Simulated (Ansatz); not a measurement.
Molecule: Na₂, charge 0, multiplicity 1. SMILES: [Na][Na]
Geometry: optimised at B3LYP-D3(BJ)/def2-TZVP (Ansatz, an electronic-structure program).

Wanted: vertical electron affinity (to the doublet state of charge -1; a negative value means that the extra electron is unbound and the number depends on the basis; each state is the SCF solution reached for its spin; the UHF <S^2> is 1.09 for the doublet (pure: 0.75); for the doublet T1 is 0.116; for the singlet the Hartree-Fock reference is unstable and T1 is 0.018), in eV. Correlated levels leave the core frozen unless marked. Open shells are spin-unrestricted. Spin-orbit coupling is left out. Non-relativistic. Anions need diffuse functions: def2-D sets add few. CBS marks a two-point X^-3 extrapolation of the correlation energy; Hartree-Fock from the larger set.

```
level                                 program  vertical electron affinity (eV)
------------------------------------  -------  -------------------------------
SVWN5/def2-TZVPD                       Ansatz                             0.46
PBE/def2-TZVPD                         Ansatz                             0.45
r2SCAN/def2-TZVPD                      Ansatz                             0.48
B3LYP/def2-TZVPD                       Ansatz                             0.40
PBE0/def2-TZVPD                        Ansatz                             0.45
BHLYP/def2-TZVPD                       Ansatz                             0.28
CAM-B3LYP/def2-TZVPD                   Ansatz                             0.36
wB97M-V/def2-TZVPD                     Ansatz                             0.22
wB97X-V/def2-TZVPD                     Ansatz                             0.26
wB97X/def2-TZVPD                       Ansatz                             0.24
CCSD/def2-SVPD                         Ansatz                             0.29
CCSD/def2-TZVPPD                       Ansatz                             0.32
CCSD/def2-QZVPPD                       Ansatz                             0.31
CCSD/CBS(def2-TZVPPD,def2-QZVPPD)      Ansatz                             0.31
CCSD(T)/def2-SVPD                      Ansatz                             0.31
CCSD(T)/def2-TZVPPD                    Ansatz                             0.34
CCSD(T)/def2-QZVPPD                    Ansatz                             0.34
CCSD(T)/CBS(def2-TZVPPD,def2-QZVPPD)   Ansatz                             0.33
```
